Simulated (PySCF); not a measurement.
# H2Mg (magnesium dihydride): the cost of one run

Programs: PySCF 2.14.0, with density-fitted response routines of our own. Each step states its level of theory. These are calculated values for one molecule in the gas phase, unless marked as measured. Atoms are numbered from 0 throughout.

### Step 1. The molecule as given

3 atoms, charge 0, multiplicity 1; geometry from: GFN2-xTB.

Bonds of the start (Å): Mg0–H1 1.63, Mg0–H2 1.63.

### Step 2. Optimising the geometry at PBE0-D3(BJ)/def2-SVP

The job: settings as JSON, then the geometry in Å.

```
{"job": {"xc": "PBE0", "basis": "def2-SVP", "d3": "d3bj", "grid": 1, "kind": "geom"}, "charge": 0, "multiplicity": 1}
Mg     0.003823    -0.002022    -0.003366
H     -1.624375     0.004451    -0.010582
H      1.632032    -0.004968     0.001394
```

Command:

```
$ OMP_NUM_THREADS=1 python probes_run.py task.json out
```

The driver reads the jobs from task.json and runs them one after another.

Q: Estimate the wall time and peak memory of this first job on 1 thread of Arm Neoverse V1, shared host.

About 1.2 s, with a peak of 0.24 GiB.
